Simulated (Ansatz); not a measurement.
Results of PBEsol+SOC (Ansatz, a first-principles code, PAW) for rhombohedral A7 Sb.

Numerical settings: plane-wave cutoff 520 eV, 18×18×18 k mesh, Fermi–Dirac smearing 0.077 eV (set by the program), PAW data made under PBE.

Computed at the level's own relaxed cell.

```
CELL_PARAMETERS angstrom
      2.16147     1.24793     3.69089
     -2.16147     1.24793     3.69089
      0.00000    -2.49585     3.69089
ATOMIC_POSITIONS crystal
  Sb 0.76428 0.76428 0.76428
  Sb 0.23572 0.23572 0.23572
```

Task: Give the elastic tensor (Voigt notation, GPa, ions relaxed, in the Cartesian axes of the cell as printed).

Result: 
```
   95.5    27.2    26.8   -21.4     0.0     0.0
   27.2    95.5    26.8    21.4     0.0     0.0
   26.8    26.8    50.4     0.0     0.0     0.0
  -21.4    21.4     0.0    37.8     0.0     0.0
    0.0     0.0     0.0     0.0    37.8   -21.4
    0.0     0.0     0.0     0.0   -21.4    34.2
```

Note: the cell comes from a level without a dispersion term, which matters for the spacing of layers, chains or molecules.

Computed values are for the static lattice.
